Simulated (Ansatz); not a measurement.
# NO+ (triplet): the correlation ladder at distance N1–O2 = 2.829 Å, 6-31G

How much of the correlation energy of NO+ (triplet) does each wave-function method recover here?

Computed with Ansatz 0.2.0, Gaussian basis. Level: 6-31G, core rule «outside noble gas», up to 2 orbitals frozen.

The runs, in order: UHF; CCSD(T) on UHF; BCCD(T) on ROHF; CISD as a restricted active space (open shells left free, so some higher excitations enter); CCSDT(Q) on UHF; CISDTQ; CASSCF and MRCISD+Q, 4 electrons in 4 orbitals; CASSCF and NEVPT2, 4 electrons in 4 orbitals; CASSCF and MRCISD+Q, 10 electrons in 8 orbitals; CASSCF and NEVPT2, 10 electrons in 8 orbitals; Full CI; Full CI in the symmetry of the determinant.

32 further runs of the same task are left out: 3 for a known fault of the program, 27 that didn't finish, 2 set aside as unsound or not needed. Runs told in other sessions of the task aren't counted.

## (1) The system

The geometry derives from a PBE0/def2-TZVP stationary point (not a proven minimum). One bond is set to the value named and the two fragments are kept rigid.

2 atoms, charge 1, spin multiplicity 3.

Atoms are counted from 1 here; the program's logs count them from 0.

No contacts short enough for the rule that draws bonds.

## (2) UHF

Contents of in.yaml:

```yaml
crystal:
  periodic: [false, false, false]
  atoms:
    - {symbol: N, position_ang: [0.000000, 0.000000, 0.000000]}
    - {symbol: O, position_ang: [0.000000, 0.000000, 2.829000]}
basis:
  gaussian: {orbitals: 6-31G}
total_charge: 1
magnetization: {spin_polarized: true, initial_magnetization: 2}
hamiltonian: {xc: hf}
output: {orbitals: {seedname: orbitals}}
```

The run is started by

```console
> ansatz run in.yaml --threads 1 --pin off --events-out ev --progress --plain --max-ram 2393MiB
```

Further steps of the session: CCSD(T) on UHF; BCCD(T) on ROHF; CISD as a restricted active space (open shells left free, so some higher excitations enter); CCSDT(Q) on UHF; CISDTQ; CASSCF and MRCISD+Q, 4 electrons in 4 orbitals; CASSCF and NEVPT2, 4 electrons in 4 orbitals; CASSCF and MRCISD+Q, 10 electrons in 8 orbitals; CASSCF and NEVPT2, 10 electrons in 8 orbitals; Full CI; Full CI in the symmetry of the determinant.

**Question.** What will the summary of the whole plan be? Wanted: FCI from the UHF energy; UMP2 from FCI; UCCSD(T) from FCI; UCCSDT(Q) from FCI; NEVPT2 pair from FCI; MRCISD+Q pair from FCI; NEVPT2 valence from FCI; effectively unpaired electrons.

**Answer**, as computed:

| quantity | value |
| --- | --- |
| FCI from the UHF energy | -3.9340 eV |
| UMP2 from FCI | +2980.3 meV |
| UCCSD(T) from FCI | -75.7 meV |
| UCCSDT(Q) from FCI | +96.8 meV |
| NEVPT2 pair from FCI | +1707.1 meV |
| MRCISD+Q pair from FCI | +326.3 meV |
| NEVPT2 valence from FCI | +760.0 meV |
| levels within 1 kcal/mol (43 meV) | none |
| effectively unpaired electrons | 5.16 |

What this shows: UCCSD(T) misses by -75.7 meV, 1.9 % of the correlation energy. UCCSD(T) falls below full CI: unrestricted runs freeze a spin-polarised core, another one than full CI's, and coupled cluster isn't variational. The occupations show strong static correlation (5.2 unpaired electrons where one determinant has 2). Coupled cluster on one determinant still stays close here. Of the multireference levels listed MRCISD+Q valence comes nearest in total energy (+147.5 meV), which doesn't show that its space is the better one. The lowest state has another symmetry than the determinant, whose own symmetry lies 1.58 eV higher, so single-reference misses include that gap. Coupled cluster took another determinant than the lowest Hartree-Fock one. These misses are within one basis, not against nature; the frozen cores of restricted and unrestricted runs differ, which can shift their rows.

Levels on UHF freeze UHF's core orbitals, full CI those of ROHF, so the U rows can settle a little off it for that reason alone.
